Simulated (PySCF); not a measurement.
Redox energetics: `[SiH3]P` (H5PSi)

System: `[SiH3]P` (H5PSi). Non-hydrogen atoms are numbered in `[SiH3:1][PH2:2]`.

Level of theory: PBE0-D3(BJ)/ma-def2-TZVP single points in PySCF, grid level 2; every species was optimised with PBE0-D3(BJ)/ma-def2-SVP. Zero-point and thermal terms (298.15 K, 1 bar) come from unscaled PBE0-D3(BJ)/ma-def2-SVP harmonic frequencies, with soft modes damped to free rotors in the entropy.

Frontier levels of the parent: HOMO -7.61 eV, LUMO -0.22 eV.

Oxidation to the radical cation:
* Vertical ionisation energy (electronic): 9.76 eV
* Adiabatic ionisation energy (with zero-point energy): 8.89 eV
* Adiabatic, electronic part: 8.92 eV
* Vertical gap at the product's structure: 7.93 eV
* Inner reorganisation energy (four-point): 1831 meV
* Relaxation of product / of parent: 842 / 989 meV
* ⟨S²⟩ of the product: 0.756
* Largest spin populations: P2 1.02
* Largest changes of atomic charge: P2 0.49, Si1 0.11, H (on P2) 0.09, H (on P2) 0.09
* Distances that move most (Å): Si1–P2 2.267 → 2.317; P2–H 1.429 → 1.414; P2–H 1.429 → 1.415; Si1–H 1.493 → 1.481

Vertical electron affinity to the radical anion: -0.59 eV. The product does not keep its bonds on relaxation, so no adiabatic value is given. The value is negative, so the extra electron is not bound, and the number hangs on the basis.

Structures, frequencies and single points took 2.5 min of wall time on 1 thread of Intel Xeon 6975P-C (shared host), launched as `OMP_NUM_THREADS=1 python redox_run.py task.json out`.
